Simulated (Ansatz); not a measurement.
The input, for Ansatz 0.2.0:

```yaml
crystal:
  periodic: [false, false, false]
  atoms:
    - {symbol: Ge, position_ang: [0.028020, 0.045362, 0.329236]}
    - {symbol: N, position_ang: [-0.136854, -0.150204, -1.495417]}
    - {symbol: H, position_ang: [-0.060234, -1.341461, 1.092896]}
    - {symbol: H, position_ang: [0.848861, 0.089366, -1.968241]}
    - {symbol: H, position_ang: [-0.906170, 0.070233, -2.071124]}
basis:
  gaussian: {orbitals: def2-SVP}
magnetization: {spin_polarized: true, initial_magnetization: 2}
correlation: {method: bccd, electrons: outside_noble_gas}
scf: {lower_state_search: light}
```

```sh
$ ansatz run in.yaml --threads 1 --pin off --events-out ev --progress --plain --max-ram 2393MiB
```

The program prints:

```
614 factors; integrals over basis functions are off by at most 1.2e-3 eV
mean field evaluation 1: about -57990.5244 eV, gradient 1.8e1 eV
mean field evaluation 2: about -57990.5258 eV, gradient 1.8e1 eV
mean field evaluation 4: about -57992.3725 eV, gradient 2.4e0 eV
mean field evaluation 8: about -57992.4701 eV, gradient 1.8e-1 eV
mean field evaluation 16: about -57991.7732 eV, gradient 1.1e1 eV
mean field evaluation 32: about -57989.3274 eV, gradient 4.3e0 eV
mean field -57992.47161736 eV, -2131.1840232289 hartree, gradient 1.8e-6 eV, S^2 2.012342; 0 other end points of the search recorded, 0 dependent functions left out
15 core orbitals not correlated: weight in the atoms' cores, before any rotation towards them, 0.998 or more for the frozen orbitals, at most 0.002 for the correlated occupied ones
reference -57992.47161736 eV, -2131.1840232289 hartree; 7, 5 occupied and 39, 41 virtual orbitals, 614 factors
second order -6.60279322 eV of doubles, -0.00000000 eV of singles
cycle   1  -6.99843855 eV  change   -4.0e-1 eV  update   7.4e-2
cycle   2  -7.23351175 eV  change   -2.4e-1 eV  update   2.7e-2
cycle   3  -7.29037896 eV  change   -5.7e-2 eV  update   1.8e-2
cycle   4  -7.28383131 eV  change    6.5e-3 eV  update   9.2e-3
cycle   5  -7.28215517 eV  change    1.7e-3 eV  update   6.1e-3
cycle   6  -7.28107224 eV  change    1.1e-3 eV  update   2.9e-3
cycle   7  -7.28104895 eV  change    2.3e-5 eV  update   1.1e-3
cycle   8  -7.28120129 eV  change   -1.5e-4 eV  update   4.7e-4
cycle   9  -7.28128520 eV  change   -8.4e-5 eV  update   2.1e-4
cycle  10  -7.28119091 eV  change    9.4e-5 eV  update   9.6e-5
cycle  11  -7.28123915 eV  change   -4.8e-5 eV  update   4.1e-5
cycle  12  -7.28122840 eV  change    1.1e-5 eV  update   1.6e-5
cycle  13  -7.28123477 eV  change   -6.4e-6 eV  update   5.9e-6
Total energy: -57999.75285213 eV, -2131.4516036712 hartree
```

Ran on 1 thread of Arm Neoverse V1, shared host: 2.9 s wall, 0.19 GiB peak host memory.
